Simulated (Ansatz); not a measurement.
Basis-set series for C3H6F2 (`FCCCF`). Charge 0, multiplicity 1. All single points use the PBE0-D4/def2-TZVP geometry. It is one conformer, not always the lowest.

| functional | basis | functions | energy (Eh) | HOMO (eV) | LUMO (eV) |
| --- | --- | --- | --- | --- | --- |
| PBE0-D4 | def2-SVP | 100 | -317.03631 | -9.19 | 1.88 |
| PBE0-D4 | def2-TZVPP | 239 | -317.41285 | -9.35 | 1.31 |
| ωB97M-V | def2-SVP | 100 | -317.23935 | -11.59 | 3.55 |
| ωB97M-V | def2-TZVPP | 239 | -317.62882 | -11.76 | 2.77 |

(1) Give the rows for def2-QZVPP. (An estimate is asked.)

Results:

(1) Ansatz gave: 
```tsv
functional	basis	functions	energy (Eh)	HOMO (eV)	LUMO (eV)
PBE0-D4	def2-QZVPP	465	-317.42994	-9.39	0.80
ωB97M-V	def2-QZVPP	465	-317.64544	-11.80	1.95
```

Positive LUMOs are unbound and depend on the basis.
